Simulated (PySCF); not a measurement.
One ligand Y is varied and pulled off as a radical: Zn(Cl)1–Y. Gas-phase values, no solvent. One relaxed conformer stands for each flexible species; it need not be the lowest. Multiplicities are imposed; where one is given, others were not computed. Strings in code marks are SMILES.

The highest occupied spin orbital from two functionals at the same geometries (r2SCAN-D4/def2-SVP), both in PySCF: PBE-D3(BJ)/def2-TZVP and TPSSh-D3(BJ)/def2-TZVP. 

```csv
species,TPSSh-D3(BJ)/def2-TZVP (eV)
free radical OH (`[OH]`),-8.09
free radical NH2 (`[NH2]`),-7.94
free radical CH3 (`[CH3]`),-6.06
free radical OCH3 (`[O]C`),-6.86
free radical N(CH3)2 (`C[N]C`),-6.40
free radical SH (`[SH]`),-6.75
```

Question: What does PBE-D3(BJ)/def2-TZVP give for each?

Answer: 
- free radical OH (`[OH]`): -7.16
- free radical NH2 (`[NH2]`): -7.16
- free radical CH3 (`[CH3]`): -5.38
- free radical OCH3 (`[O]C`): -5.95
- free radical N(CH3)2 (`C[N]C`): -5.55
- free radical SH (`[SH]`): -6.12
Over these rows, drawn at random from the members with no instability flagged (it was tested for open shells, ions and some series alone), PBE minus TPSSh-D3(BJ): mean +0.80 eV, from +0.64 eV to +0.93 eV.
